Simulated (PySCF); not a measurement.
Stationary points of PH₂

Computed with PBE0/[P def2-TZVP, H def2-TZVP], no relativity, density fitting, PySCF.

Relaxations began from a few typed shapes; open shells are unrestricted. The search is not exhaustive: other isomers or separated fragments can lie lower, and high-lying points may rest on an excited occupation.

Order these stationary points by electronic energy, lowest first, in kJ/mol from the lowest minimum.
A. doublet C2v: P–H 1.424 Å (×2); H–P–H 91.5°
B. doublet D∞h: P–H 1.380 Å (×2); H–P–H 180.0°

A (0.0), B (298.1).

Which of them are minima?

By energy in kJ/mol, 0.0: minimum; 298.1: saddle point, 2 imaginary modes.

The electron or spin density has lower symmetry than the nuclear frame for the doublet D∞h at 298.1 kJ/mol.
